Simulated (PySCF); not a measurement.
C4H10 (isobutane), optimised at HF/6-31G*:

```xyz
14

C      0.0234     1.4340     0.2321
C     -0.0531     0.0457    -0.4083
C     -1.2691    -0.7298     0.1047
C      1.2393    -0.7401    -0.1724
H     -0.8786     2.0075     0.0385
H      0.1421     1.3578     1.3103
H      0.8659     2.0003    -0.1542
H     -0.1712     0.1795    -1.4823
H     -2.1915    -0.1907    -0.0909
H     -1.3459    -1.7027    -0.3722
H     -1.2015    -0.8916     1.1778
H      2.1011    -0.2083    -0.5651
H      1.4062    -0.9023     0.8898
H      1.2022    -1.7131    -0.6537
```

Method: PySCF energies (xtb for GFN2) plus ideal-gas RRHO corrections (1 bar). 6-31G* has spherical d functions here. All species are closed-shell singlets. B3LYP is the form with VWN-RPA correlation.

List the harmonic frequencies (cm⁻¹, unscaled) at this level and at the other levels, each on its own geometry.


- HF/6-31G*: 228, 280, 280, 391, 391, 464, 849, 1006, 1006, 1045, 1048, 1048, 1300, 1300, 1326, 1494, 1494, 1558, 1558, 1581, 1629, 1635, 1635, 1653, 1653, 1661, 3178, 3186, 3186, 3196, 3244, 3244, 3250, 3257, 3257, 3258
- B3LYP/6-31G*: 217, 260, 260, 364, 364, 432, 802, 934, 934, 967, 982, 982, 1205, 1205, 1225, 1378, 1378, 1430, 1430, 1458, 1514, 1520, 1520, 1538, 1538, 1545, 3013, 3033, 3033, 3041, 3095, 3095, 3104, 3105, 3108, 3108
- GFN2-xTB: 188, 237, 237, 364, 364, 448, 862, 946, 946, 965, 1005, 1005, 1193, 1193, 1205, 1333, 1333, 1410, 1410, 1429, 1495, 1500, 1500, 1509, 1509, 1515, 2925, 3024, 3024, 3025, 3032, 3032, 3033, 3037, 3037, 3038
- PBE/def2-SVP: 221, 261, 261, 357, 357, 421, 794, 891, 891, 916, 954, 954, 1155, 1155, 1156, 1297, 1297, 1337, 1337, 1359, 1402, 1408, 1408, 1431, 1431, 1435, 2946, 2956, 2956, 2961, 3040, 3040, 3045, 3051, 3053, 3053
- PBE0/def2-TZVP: 214, 259, 259, 361, 361, 426, 816, 922, 922, 951, 986, 986, 1199, 1199, 1209, 1356, 1356, 1393, 1393, 1419, 1472, 1479, 1479, 1499, 1499, 1506, 3020, 3034, 3034, 3040, 3103, 3103, 3112, 3114, 3117, 3117
